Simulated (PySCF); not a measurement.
# Fluorine: a sound run and one with changed settings

Sound run: F [He] 2s2 2p5, F+ [He] 2s2 2p4. Calculation: PySCF 2.14, in cc-pVDZ-DK (3s2p1d, 14 functions); the spin-free X2C one-electron Hamiltonian (Gaussian nucleus). In the sound run the correlated levels freeze 1s2. The sound run starts from symmetry-adapted Hartree-Fock orbitals and uses a fine grid where one is needed.

Changed run: all electrons correlated in a basis built for the valence shell.

```tsv
species	method	sound run (hartree)	changed run (hartree)	converged
F	MP2	-99.60248	-99.60440	yes
F	CCSD(T)	-99.61422	-99.61596	yes
F+	MP2	-98.98616	-98.98791	yes
F+	CCSD(T)	-99.00076	-99.00238	yes
```

Ionisation energy of F:

```csv
method,sound run (eV),changed run (eV)
UHF,15.624,15.624
MP2,16.771,16.775
SCS-MP2,16.730,16.731
CCSD,16.690,16.693
CCSD(T),16.693,16.696
```

A valence basis has no tight correlating functions, so it recovers only part of the core correlation, and not evenly between atom and ion.

For comparison, NIST gives 17.423 eV between the lowest levels.
